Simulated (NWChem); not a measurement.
System: ethylene (C2H4); SMILES C=C

The following NWChem deck was run.

```
start job
memory heap 200 mb stack 900 mb global 1100 mb
geometry units angstroms
  C     -0.656533    -0.046314    -0.004097
  C      0.656533     0.046310     0.004097
  H     -1.290671     0.813770     0.136495
  H     -1.161861    -0.986780    -0.151759
  H      1.290671    -0.813767    -0.136518
  H      1.161861     0.986777     0.151782
end
basis spherical
  * library def2-svp
end
dft
  xc pbe0
  iterations 150
end
driver
  maxiter 120
end
task dft optimize
task dft freq
```

The level has its own optimisation; frequencies are unscaled.

What results follow from this input? (PBE0/def2-SVP.) Quantities: r C–C (Å); r C–H (Å); highest harmonic frequency (cm⁻¹); lowest (cm⁻¹); zero-point energy (kcal/mol).


```yaml
r C–C (Å): 1.330
r C–H (Å): 1.094
highest harmonic frequency (cm⁻¹): 3267
lowest (cm⁻¹): 819
zero-point energy (kcal/mol): 32.0
```
